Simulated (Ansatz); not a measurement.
Cost and result for the atomization energy of C4H7Cl (`C[C@H]1C[C@@H]1Cl`) (12 atoms, 12 bonds).

```tsv
atom	x (Å)	y (Å)	z (Å)
C1	-0.543	1.278	-0.610
C2	-0.121	0.277	0.426
C3	-0.379	-1.192	0.233
C4	1.007	-0.653	0.145
Cl5	2.164	-1.033	1.407
H6	0.061	2.187	-0.552
H7	-1.591	1.559	-0.479
H8	-0.435	0.868	-1.618
H9	-0.178	0.616	1.455
H10	-0.627	-1.782	1.107
H11	-0.846	-1.520	-0.688
H12	1.488	-0.606	-0.824
```

The species carries charge 0 and has multiplicity 1. Geometry: relaxed with PBE0-D4/def2-TZVP. Program: Ansatz. All runs use 4 threads of an Arm Neoverse V2 on a shared host. Times are those of one run each, without the atoms' runs, and a repeat can differ threefold. Electronic energies, without spin–orbit coupling; frozen cores. CCSD(T)/CBS adds CCSD(T) − MP2 in def2-TZVPP to the MP2 limit, and its time is that of the two runs behind it. T1 = 0.009. B3LYP takes the VWN-RPA correlation (the form of Gaussian; ORCA's B3LYP/G). HSE06 is the plane-wave form, built on full-range PBE exchange.

CCSD(T)/CBS is a level of theory with its own doubt, some kJ/mol a heavy atom from the limit and from the frozen cores, so smaller differences don't rank the functionals.

```tsv
level	functions	wall time
LDA (SPW92)/def2-TZVPP	264	1.2 s
revPBE-D4/def2-TZVPP	264	2.1 s
BLYP-D4/def2-TZVPP	264	2.2 s
BHLYP-D4/def2-TZVPP	264	3.2 s
HSE06-D4/def2-TZVPP	264	3.3 s
CCSD(T)/def2-SVP	109	4.7 s
B3LYP-D4/def2-TZVPP (with forces)	264	5 s
r2SCANh-D4/def2-TZVPP	264	5 s
ωB97X-V/def2-TZVPP	264	7.5 s
ωB97M-V/def2-TZVPP (with forces)	264	11 s
MP2/def2-QZVPP	508	30 s
CCSD(T)/def2-TZVPP	264	2.7 min
CCSD(T)/CBS(def2)	–	3.2 min
```

Question: What atomization energy does each give, and how far from CCSD(T)/CBS? (Best estimate.)

Answer: Computed: 
```json
{"level": "LDA (SPW92)/def2-TZVPP", "atomization (kcal/mol)": "1294.4", "difference from CCSD(T)/CBS": "167.5", "per bond": "14.0"}
{"level": "revPBE-D4/def2-TZVPP", "atomization (kcal/mol)": "1131.3", "difference from CCSD(T)/CBS": "4.4", "per bond": "0.4"}
{"level": "BLYP-D4/def2-TZVPP", "atomization (kcal/mol)": "1120.9", "difference from CCSD(T)/CBS": "-6.0", "per bond": "-0.5"}
{"level": "BHLYP-D4/def2-TZVPP", "atomization (kcal/mol)": "1098.8", "difference from CCSD(T)/CBS": "-28.1", "per bond": "-2.3"}
{"level": "HSE06-D4/def2-TZVPP", "atomization (kcal/mol)": "1143.4", "difference from CCSD(T)/CBS": "16.5", "per bond": "1.4"}
{"level": "CCSD(T)/def2-SVP", "atomization (kcal/mol)": "1083.2", "difference from CCSD(T)/CBS": "-43.7", "per bond": "-3.6"}
{"level": "B3LYP-D4/def2-TZVPP (with forces)", "atomization (kcal/mol)": "1126.6", "difference from CCSD(T)/CBS": "-0.3", "per bond": "0.0"}
{"level": "r2SCANh-D4/def2-TZVPP", "atomization (kcal/mol)": "1129.2", "difference from CCSD(T)/CBS": "2.3", "per bond": "0.2"}
{"level": "ωB97X-V/def2-TZVPP", "atomization (kcal/mol)": "1132.0", "difference from CCSD(T)/CBS": "5.1", "per bond": "0.4"}
{"level": "ωB97M-V/def2-TZVPP (with forces)", "atomization (kcal/mol)": "1133.1", "difference from CCSD(T)/CBS": "6.2", "per bond": "0.5"}
{"level": "MP2/def2-QZVPP", "atomization (kcal/mol)": "1135.5", "difference from CCSD(T)/CBS": "8.6", "per bond": "0.7"}
{"level": "CCSD(T)/def2-TZVPP", "atomization (kcal/mol)": "1101.7", "difference from CCSD(T)/CBS": "-25.2", "per bond": "-2.1"}
{"level": "CCSD(T)/CBS(def2)", "atomization (kcal/mol)": "1126.9", "difference from CCSD(T)/CBS": "0.0", "per bond": "0.0"}
```

At CCSD(T), def2-SVP lies −43.7 kcal/mol from the extrapolated value and def2-TZVPP −25.2 kcal/mol: correlation converges slowly with the basis, and small sets miss more of it in the bonded molecule than in its fragments. From r2SCAN to r2SCAN0 (25 % exact exchange), in def2-TZVPP and without D4, the atomization energy moves by −11.5 kcal/mol: exact exchange takes away binding that semilocal exchange gives to molecules. Leaving LDA and LC-ωPBE aside and taking each functional with its dispersion term where it has one, the values, not all of them listed here, spread over 59.0 kcal/mol, from BHLYP-D4 to PBE-D4. LDA lies +142.2 kcal/mol from PBE without D4, its usual overbinding.
